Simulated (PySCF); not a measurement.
Relaxation of singlet SO₂F₂

All numbers come from PBE0 in PySCF with S def2-TZVP, O def2-TZVP, F def2-TZVP; no relativity; density-fitted integrals. A (50,194) grid was used.

A hand-made square planar (ligand arrangement 2) start, of D2h symmetry, held to at least that symmetry:

```xyz
5
charge 0 multiplicity 1, angstrom
S     0.0000    0.0000    0.0000
O     0.0000    1.5100    0.0000
O     0.0000   -1.5100    0.0000
F     1.6700    0.0000    0.0000
F    -1.6700    0.0000    0.0000
```

(1) What forces act on the atoms at the start (eV/Å)?

(2) What does it relax to?

(3) How much energy is released, and in how many steps?

Results:

(1) 
```csv
atom,Fx,Fy,Fz
S1,0.00,0.00,0.00
O2,0.00,-3.34,0.00
O3,0.00,3.34,0.00
F4,-1.01,0.00,0.00
F5,1.01,0.00,0.00
```

(2) It ends at D2h with S–F 1.642 Å (×2), S–O 1.444 Å (×2); F–S–F 180.0°, F–S–O 90.0° (×4), O–S–O 180.0°. A frequency run shows 1 imaginary mode, down to 260i cm⁻¹, so it is a saddle point. Other isomers or separated fragments may lie lower.

(3) 25.5 kJ/mol in 4 steps.

The relaxation took 4.9 s on 4 threads of a shared AMD EPYC 9R45 96-Core (Zen 5) host, with 161 basis functions and 5 gradients; the process peaked at 0.97 GiB.
